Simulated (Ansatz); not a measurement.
```yaml
crystal:
  periodic: [false, false, false]
  atoms:
    - {symbol: B, position_ang: [-0.643837, -0.351214, -0.352060]}
    - {symbol: P, position_ang: [0.694149, 0.954596, -0.603081]}
    - {symbol: P, position_ang: [0.449051, -0.385131, 1.185037]}
    - {symbol: H, position_ang: [-1.593935, -0.848156, -0.854615]}
    - {symbol: H, position_ang: [1.533951, 0.018828, -1.274018]}
    - {symbol: H, position_ang: [-0.397380, 0.547078, 1.852637]}
basis:
  gaussian: {orbitals: aug-cc-pVTZ, fitting: {mean_field: def2-universal-jkfit}}
total_charge: -1
magnetization: {spin_polarized: true, initial_magnetization: 1}
hamiltonian: {xc: {name: TPSS}}
output: {forces: true}
```

```sh
$ ansatz run in.yaml --threads 2 --pin off --events-out ev --progress --plain --max-ram 4352MiB
```

Output, abridged:

```
Error: YAML parse error: error: line 14 column 19: hamiltonian.xc: no functional is named "TPSS"; the names, which are not case-sensitive, are SVWN5, SPW92, PBE, PBE0, PBEsol, revPBE, revPBE0, RPBE, rPW86-PBE, HSE06, wPBEh, LC-wPBE, HISS, HF, BLYP, B3LYP, B3LYP5, BHLYP, CAM-B3LYP, r2SCAN, r2SCANh, r2SCAN0, r2SCAN50, m-r2SCAN, B97, wB97, wB97X, wB97X-V, B97M-V, wB97M-V, B2PLYP, B2GP-PLYP, PBE0-DH, PBE-QIDH
12 | total_charge: -1
13 | magnetization: {spin_polarized: true, initial_magnetization: 1}
14 | hamiltonian: {xc: {name: TPSS}}
15 | output: {forces: true}
```

In this input the method's name isn't one that the program takes here. The input was rejected before any iteration.
